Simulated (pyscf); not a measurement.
A first-order saddle from PySCF, ωB97X-D3(BJ)/def2-SVP:

```
In
H 1 1.9314
O 2 1.2782 1 140.53
H 3 0.9715 2 106.86 1 103.24
H 3 1.0057 4 105.03 2 98.88
Cl 5 2.0577 3 149.46 4 -97.55
Cl 1 2.3446 2 173.14 3 177.89
```

Surface: singlet, charge 0. Lowest wavenumbers (cm⁻¹): 968i, 60, 96, 226, 296.

### Question
What reaction is this the transition state of?

### Answer
Cl–InH–Cl + water (H₂O) ⇌ Cl–In [singlet] + hydrogen chloride (HCl) + water (H₂O), a multi-bond step read from left to right: Cl–In, H–In, H–O broken and Cl–H, H–O formed. At CCSD(T)/def2-TZVPP + ΔMP2(QZVPP) it lies +81.8 kJ/mol from the left side and +53.5 kJ/mol from the right (each side as separated species at their lowest minima found). On the reactant side the descent ends in an adduct with a In–O contact, 80.2 kJ/mol under the separated species and 163.3 kJ/mol under the saddle at ωB97X-D3(BJ)/def2-TZVP. On the product side the descent ends in a bound adduct, 51.4 kJ/mol under the separated species and 77.8 kJ/mol under the saddle at ωB97X-D3(BJ)/def2-TZVP. This is the saddle that the search found; another between the same sides may lie lower. The CCSD(T) − MP2 part came from Ansatz, without density fitting, on the same reference. The frozen core leaves the outer d or s,p core shells of the metals and heavy elements correlated in the MP2 and CC values, and def2-TZVPP describes them poorly, which can shift differences by a few kcal/mol. Elements past Kr carry the def2 core potentials, without spin-orbit coupling.
